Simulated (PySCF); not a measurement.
How methods differ on the ionisation energy of O

O [He] 2s2 2p4 (3P) → O⁺ [He] 2s2 2p3 (4S), as a difference of total energies. Calculation: PySCF 2.14, in x2c-TZVPPall with one added diffuse shell each of s, p, d type (6s4p3d1f, 40 functions); scalar relativity by spin-free X2C-1e. Correlated levels: valence: 1s2 frozen; valence and next inner shell: nothing frozen. The calculations carry no spin-orbit coupling.

```tsv
method	ionisation energy (eV)
UHF	12.015
LDA	13.973
PBE	14.039
PBE0	13.829
r2SCAN	13.689
M06	13.740
TPSSh	13.931
MN15	13.873
BLYP	14.126
MP2 (valence)	13.277
SCS-MP2 (valence)	13.371
MP2 (valence and next inner shell)	13.286
SCS-MP2 (valence and next inner shell)	13.374
```

Errors of the correlated levels include the incompleteness of this basis and the frozen core.

Which method comes closest to the reference value, and which is furthest?

The reference is 13.608 eV (measured; NIST levels, between the centres of gravity of the two terms). Closest: r2SCAN (error 0.081 eV); furthest: UHF (error -1.593 eV).
